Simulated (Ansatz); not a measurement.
Basis-set extrapolation for ClFSi (`F[Si]Cl`) (PBE0-D4/def2-TZVP geometry, frozen core, Ansatz). Multiplicity 1, RHF reference.

|  | def2-TZVPP | def2-QZVPP |
| --- | --- | --- |
| HF | -848.022316 | -848.048995 |
| MP2 correlation | -0.534223 | -0.586668 |
| CCSD(T) correlation | -0.579938 | -0.631733 |

Energies in hartree. Use E(X) = E(∞) + A·exp(−7.88·√X) for Hartree–Fock and E(X) = E(∞) + B·X^(−2.97) for correlation, with X = 3 and 4.

Q: What is the CCSD(T) energy at the basis-set limit?

A: HF limit: -848.048995 + (-0.026679) × 0.13774 = -848.05267. Correlation limit: -0.631733 + (-0.051795) × 0.74074 = -0.67010. Total: -848.72277 hartree, 3.28 eV below CCSD(T)/def2-TZVPP.
